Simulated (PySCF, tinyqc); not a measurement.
Worked calculation: CCSD on RHF in the sto-3g basis, frozen core, for BH, spin multiplicity 1. The lowest restricted solution is unstable here: a spin-polarised one lies 0.0107 hartree lower (PySCF). One step of it, computed by the program tinyqc.

Problem. CCSD: starting amplitudes. t_ij^ab = <ij||ab> / (e_i + e_j - e_a - e_b), whose energy is MP2.

orbital energies (hartree): [-7.387236, -0.462455, -0.226799, 0.244119, 0.244119, 0.345043]

Two-electron integrals over orbitals (pq|rs), unique and non-zero (hartree); the lowest 1 orbital is frozen and left out:
```
(22|22) 0.472465    (32|22) -0.015440   (32|32) 0.113693    (33|22) 0.422259
(33|32) 0.010914    (33|33) 0.466433    (42|42) 0.093139    (43|42) -0.036288
(43|43) 0.029008    (44|22) 0.489834    (44|32) -0.075355   (44|33) 0.405939
(44|44) 0.586773    (52|52) 0.093139    (53|52) -0.036288   (53|53) 0.029008
(54|54) 0.031630    (55|22) 0.489834    (55|32) -0.075355   (55|33) 0.405939
(55|44) 0.523513    (55|55) 0.586773    (62|22) 0.056332    (62|32) -0.002161
(62|33) -0.027397   (62|44) 0.071797    (62|55) 0.071797    (62|62) 0.084928
(63|22) 0.052497    (63|32) -0.111108   (63|33) -0.014033   (63|44) 0.107683
(63|55) 0.107683    (63|62) 0.052757    (63|63) 0.157929    (64|42) 0.025182
(64|43) 0.006015    (64|64) 0.025152    (65|52) 0.025182    (65|53) 0.006015
(65|65) 0.025152    (66|22) 0.461316    (66|32) 0.047511    (66|33) 0.465307
(66|44) 0.435942    (66|55) 0.435942    (66|62) 0.025359    (66|63) -0.020940
(66|66) 0.521358
```

Give: Starting amplitudes; correlation energy.

Solution.

Starting amplitudes (spin orbitals 1a, 1b, ...; amplitudes related by a flip of all spins are not repeated):
```
from      to        t
3a 3b  6a 6b  -0.1381
2a 2b  5a 5b  -0.0659
2a 2b  4a 4b  -0.0659
2a 2b  6a 6b  -0.0526
2a 3b  6a 6b  -0.0382
2a 3b  5a 5b   0.0308
2a 3b  4a 4b   0.0308
3a 3b  5a 5b  -0.0308
3a 3b  4a 4b  -0.0308
```

correlation energy = -0.048847 hartree
